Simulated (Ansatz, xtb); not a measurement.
## Isomers of CH6BN in order of energy

4 gas-phase structures of CH6BN, found in a search over its isomers (lower ones may exist). Each was relaxed with GFN2-xTB:

A. `BNC`, a singlet
B. `CBN`, a singlet
C. `[BH2-]1C[NH2+]1`, a singlet
D. `[BH3-][NH+]=C`, a singlet

Q: Estimate their order in r2SCAN-D4/def2-SVP energy at these geometries, lowest first.

A: Calculated order at r2SCAN-D4/def2-SVP: B (0.0), A (80.5), C (179.1), D (225.3) kJ/mol.

Energies above the lowest of each column, in kJ/mol; the last columns are at B3LYP-D3(BJ)/6-311G** geometries and were run for some of them only (a dash: not run or not comparable):

| structure | GFN2-xTB | HF/STO-3G | r2SCAN-D4/def2-SVP | B3LYP-D3(BJ)/6-311G** | CCSD(T)/def2-TZVP |
| --- | --- | --- | --- | --- | --- |
| B | 5.4 | 0.0 | 0.0 | 0.0 | 0.0 |
| A | 0.0 | 49.7 | 80.5 | 70.1 | 69.6 |
| C | 107.6 | 161.3 | 179.1 | 185.5 | 177.9 |
| D | 148.4 | 287.9 | 225.3 | – | – |

CCSD(T)/def2-TZVP puts B lowest of those it was run on; GFN2-xTB picks A. Flexible structures stand in one conformer each, not always the lowest. Frequencies (B3LYP-D3(BJ)/6-311G**) were run for A, B, C alone.

Over these structures GFN2-xTB departs from r2SCAN-D4/def2-SVP by 30.6 kJ/mol on average once a common shift is removed. A GFN2-xTB relaxation took about 0.067 s and the r2SCAN-D4/def2-SVP energy about 1.6 s on a shared host (Ansatz 0.2.0, xtb 6.7.1 (Pople sets with spherical d functions)).
